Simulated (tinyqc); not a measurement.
Pariser-Parr-Pople SCF with singles CI, for the molecule O=Cc1c[cH+]1 (SMILES; centres numbered as the heavy atoms are written), step by step. One step of it, computed by the program tinyqc.

Problem. Iteration 1: Fock matrix. F_rr = H_rr + P_rr gamma_rr / 2 + sum_(s != r) P_ss gamma_rs; F_rs = H_rs - P_rs gamma_rs / 2; E = tr P (H + F) / 2 + core repulsion sum_(r<s) z_r z_s gamma_rs.

P at the start, lower triangle:
```
           1O         2C        3C        4C        5C
1O   0.856839
2C   0.910128   1.031421
3C   0.183098   0.405285  0.726044
4C  -0.242536  -0.056674  0.602979  0.692848
5C  -0.242536  -0.056674  0.602979  0.692848  0.692848
```

core matrix H (eV), lower triangle:
```
            1O          2C          3C          4C          5C
1O  -38.922317
2C   -2.580000  -36.424166
3C    0.000000   -2.460000  -39.235399
4C    0.000000    0.000000   -2.460000  -34.692695
5C    0.000000    0.000000   -2.460000   -2.460000  -35.154220
```

repulsion gamma_rs (eV), lower triangle:
```
           1O         2C         3C         4C         5C
1O  15.200000
2C   8.105153  11.130000
3C   5.413167   7.553145  11.130000
4C   3.620072   4.803457   7.555184  11.130000
5C   4.083925   4.802411   7.553903   7.553982  11.130000
```

Centres (angstrom, eV; a flat drawing with bonds scaled to 1.40 angstrom):
```
centre          x          y  core charge z          W   gamma_rr
1O      -2.084000   0.387000              1  17.700000  15.200000
2C      -1.065000  -0.573000              1  11.160000  11.130000
3C       0.276000  -0.170000              1  11.160000  11.130000
4C       1.638000  -0.492000              1  11.160000  11.130000
5C       1.236000   0.849000              1  11.160000  11.130000
```

Give: F; pi energy.

Solution.

F (eV), lower triangle:
```
         1O       2C       3C       4C       5C
1O  -14.783
2C   -6.268  -11.600
3C   -0.496   -3.991  -12.298
4C    0.439    0.136   -4.738  -12.062
5C    0.495    0.136   -4.737   -5.077  -12.128
```

pi energy = -62.917 eV
